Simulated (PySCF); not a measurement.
An unknown is described by computed data only.

Formula: C3H4ClO; charge +1.

* Triplet: lowest triplet excitation (Tamm–Dancoff): 4.60 eV [TDA CAM-B3LYP/def2-SVPD]
* Polarisability: 47.2 au [CAM-B3LYP/def2-SVPD]
* 1H NMR: chemical shifts (computed TMS as zero) by class: 5.52 (1 H), 2.67 (3 H) ppm [GIAO PBE0/pcSseg-1]
* 13C NMR: chemical shifts (computed TMS as zero) by class: 157.9 (1 C), 41.3 (1 C), 21.1 (1 C) ppm [GIAO PBE0/pcSseg-1]
* NMR, other nuclei: isotropic shieldings of nuclei other than C and H, by class: -36 (1 O), 675 (1 Cl) ppm [GIAO PBE0/pcSseg-1]
* Valence photoelectron: vertical ionisation energy: 17.27 eV [ΔSCF CAM-B3LYP/def2-SVPD]
* UV, strongest line: among the 10 lowest singlet transitions: S7 at 7.75 eV (160 nm, f = 0.021) [TDDFT CAM-B3LYP/def2-SVPD]
* Rotational structure: rotational constants A, B, C: 5.454, 3.223, 2.163 GHz [PBE0-D3(BJ)/def2-SVP]

The electronic properties come from PySCF, for the isolated species, density fitting. Levels stand in brackets. Geometry: PBE0-D3(BJ)/def2-SVP; no solvent, vibrations or thermal averaging. NMR values are class means; diastereotopic atoms form classes of their own.

Q: Give a SMILES that accounts for the data.

A: Numbering: `[CH3:1][C@@H:2]([Cl:3])[C:4]#[O+:5]`. 3 carbons fall into 3 classes; from least to most shielded: triply bonded carbon [C4] (157.9 ppm), sp3 C–Cl carbon [C2] (41.3 ppm), methyl carbon [C1] (21.1 ppm). Hydrogen classes from least to most shielded: 1 H on an sp3 C–Cl carbon, C2 (5.52 ppm), 3 H on a methyl carbon, C1 (2.67 ppm, a mean of values up to 0.6 ppm apart in this geometry). The other shieldings belong to: -36 ppm, oxygen bonded to C [O5]; 675 ppm, alkyl chlorine [Cl3]. The first electron is taken from the HOMO, whose largest Löwdin shares are 0.81 on the alkyl chlorine, 0.10 on the sp3 C–Cl carbon and 0.05 on the methyl carbon. The optimised geometry has point group C1 and is an asymmetric top. Structure: `C[C@@H](Cl)C#[O+]`. The assignments are read from this structure; whether some other isomer fits the data as well wasn't checked. The mirror image fits equally.
